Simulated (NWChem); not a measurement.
## Correlation energy of nitric oxide (NO)

```
N
O 1 1.1424
```
Charge 0, spin multiplicity 2.

All runs are NWChem calculations. All single points use one geometry, from UPBE0/def2-SVP, a minimum by its harmonic frequencies.

Basis set: cc-pVDZ. Each correlation energy counts from its own Hartree-Fock reference.

```tsv
method	correlation energy (mHa)
URI-MP2	-316.2
UMP2	-316.1
SCS-UMP2	-304.3
CCSD on UHF	-325.1
CCSD[T] on UHF	-337.5
CCSD(T) on UHF	-336.0
CCSD on ROHF	-331.3
CCSD[T] on ROHF	-344.5
CCSD(T) on ROHF	-343.0
CCSDT on ROHF	-343.1
```

The values span 40.2 mHa, from CCSD[T] on ROHF (lowest) to SCS-UMP2 (highest). 

The correlated methods keep 2 core orbitals frozen. The unpaired electrons of the parent sit in orbitals of symmetry b2 (C2v labels of the run); other states weren't searched. The stability of the SCF solutions was not checked. Open-shell Hartree-Fock references start from PBE0 orbitals. Coupled-cluster values serve here as a point of comparison, not as the truth.
